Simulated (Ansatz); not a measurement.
The input, for Ansatz 0.2.0:

```yaml
crystal:
  periodic: [false, false, false]
  atoms:
    - {symbol: B, position_ang: [0.000000, 0.000000, 1.395667]}
    - {symbol: N, position_ang: [0.000000, 0.000000, 0.133667]}
    - {symbol: Ga, position_ang: [0.000000, 0.000000, -1.529333]}
basis:
  gaussian: {orbitals: cc-pVDZ}
magnetization: {spin_polarized: false, initial_magnetization: 1}
correlation: {method: fic_mrcisd_q, electrons: outside_noble_gas, active_space: {window: {electrons: 3, orbitals: 3}}}
```

```sh
$ ansatz run in.yaml --threads 1 --pin off --events-out ev --progress --plain --max-ram 2393MiB
```

Log:

```
596 factors; integrals over basis functions are off by at most 1.2e-3 eV
mean field evaluation 1: about -54480.1800 eV, gradient 3.8e1 eV
mean field evaluation 2: about -54480.2407 eV, gradient 3.8e1 eV
mean field evaluation 4: about -54484.5131 eV, gradient 5.8e0 eV
mean field evaluation 8: about -54485.3668 eV, gradient 1.4e0 eV
mean field evaluation 16: about -54485.3995 eV, gradient 1.8e-6 eV
mean field evaluation 32: about -54485.3995 eV, gradient 2.1e-6 eV
mean field evaluation 64: about -54485.3909 eV, gradient 8.3e-1 eV
mean field evaluation 96: about -54484.9802 eV, gradient 4.7e0 eV
mean field -54485.39951372 eV, -2002.3015005988 hartree, gradient 2.8e-6 eV, S^2 0.750000; 8 other end points of the search recorded, 0 dependent functions left out
reference -54485.39951372 eV, -2002.3015005988 hartree; 22, 21 occupied and 33, 34 virtual orbitals, 596 factors
state -54485.90199631 eV, -2002.3199664935 hartree
contracted CI cycle   1: correlation 0.00000000 eV, 0.0000000000 hartree, residual 2.27e1 eV
contracted CI cycle   2: correlation -6.02861199 eV, -0.2215474044 hartree, residual 4.36e0 eV
contracted CI cycle   3: correlation -6.32625592 eV, -0.2324856170 hartree, residual 1.20e0 eV
contracted CI cycle   4: correlation -6.35144884 eV, -0.2334114396 hartree, residual 3.40e-1 eV
contracted CI cycle   5: correlation -6.35390658 eV, -0.2335017601 hartree, residual 1.44e-1 eV
contracted CI cycle   6: correlation -6.35434005 eV, -0.2335176897 hartree, residual 5.67e-2 eV
contracted CI cycle   7: correlation -6.35442002 eV, -0.2335206287 hartree, residual 2.26e-2 eV
contracted CI cycle   8: correlation -6.35443148 eV, -0.2335210498 hartree, residual 8.11e-3 eV
contracted CI cycle   9: correlation -6.35443293 eV, -0.2335211030 hartree, residual 3.18e-3 eV
contracted CI cycle  10: correlation -6.35443313 eV, -0.2335211103 hartree, residual 1.09e-3 eV
state -54485.90199631 eV, -2002.3199664935 hartree; corrected -54492.98745085 eV, -2002.5803521452 hartree
state -54485.78808178 eV, -2002.3157802116 hartree
contracted CI cycle   1: correlation 0.00000000 eV, 0.0000000000 hartree, residual 2.32e1 eV
contracted CI cycle   2: correlation -6.13825284 eV, -0.2255766312 hartree, residual 3.88e0 eV
contracted CI cycle   3: correlation -6.41021149 eV, -0.2355709271 hartree, residual 1.24e0 eV
contracted CI cycle   4: correlation -6.43744709 eV, -0.2365718172 hartree, residual 3.80e-1 eV
contracted CI cycle   5: correlation -6.44030745 eV, -0.2366769333 hartree, residual 1.32e-1 eV
contracted CI cycle   6: correlation -6.44066719 eV, -0.2366901535 hartree, residual 3.95e-2 eV
contracted CI cycle   7: correlation -6.44069877 eV, -0.2366913140 hartree, residual 1.39e-2 eV
contracted CI cycle   8: correlation -6.44070249 eV, -0.2366914508 hartree, residual 4.57e-3 eV
contracted CI cycle   9: correlation -6.44070290 eV, -0.2366914661 hartree, residual 1.37e-3 eV
contracted CI cycle  10: correlation -6.44070294 eV, -0.2366914673 hartree, residual 3.64e-4 eV
state -54485.78808178 eV, -2002.3157802116 hartree; corrected -54492.92703153 eV, -2002.5781317761 hartree
state -54485.90199631 eV, -2002.3199664935 hartree; corrected -54492.98745085 eV, -2002.5803521452 hartree
Total energy: -54492.98745085 eV, -2002.5803521452 hartree
```

Natural occupations: 1.9566 1.0000 0.0434.

Ran on 1 thread of Arm Neoverse V1, shared host: 9.5 s wall, 0.2 GiB peak host memory.
